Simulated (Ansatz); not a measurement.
Geometry optimisation, Ansatz, RKS PBE-D4/def2-SVP.

Input:

```yaml
crystal:
  periodic: [false, false, false]
  atoms:
    - { symbol: B, position_ang: [0.0, 0.0, 0.0] }
    - { symbol: H, position_ang: [0.0, 0.0, 1.19] }
    - { symbol: F, position_ang: [1.1431, 0.0, -0.66] }
    - { symbol: "N", position_ang: [-1.3423, 0.0, -0.775] }
    - { symbol: H, position_ang: [-2.0112, -0.8164, -0.6764] }
    - { symbol: H, position_ang: [-1.5914, 0.8164, -1.4036] }
basis:
  gaussian: { orbitals: def2-SVP }
hamiltonian:
  xc: pbe
  dispersion: d4
relax:
  f_tol: 0.02
  max_steps: 40
```

Launched with:

```bash
$ ansatz run input.yaml --threads 1 --pin off --max-ram 2048MiB --backend cpu --events-out ev --progress --plain --runs-dir out
```

**Question.** Where does it end, and by what steps?

**Answer.** The run converged. After 6 steps the energy has fallen by 1.147 eV; H6 moved furthest, 0.59 Å.

| step | energy less start (eV) | largest force component (eV/Å) | accepted |
| --- | --- | --- | --- |
| 0 | 0.0000 | 3.334 | yes |
| 1 | -0.5840 | 1.683 | yes |
| 2 | -0.8972 | 1.278 | yes |
| 3 | -1.1380 | 0.351 | yes |
| 4 | -1.1455 | 0.147 | yes |
| 5 | -1.1473 | 0.030 | yes |
| 6 | -1.1473 | 0.009 | yes |

```xyz
6
Properties=species:S:1:pos:R:3
B -0.067 -0.015 -0.033
H 0.000 -0.452 1.101
F 1.048 0.467 -0.619
N -1.276 -0.002 -0.740
H -2.145 -0.355 -0.343
H -1.361 0.358 -1.692
```

The run took 8.9 s on 1 thread of Arm Neoverse V1, on a shared host, peak memory 0.12 GiB.
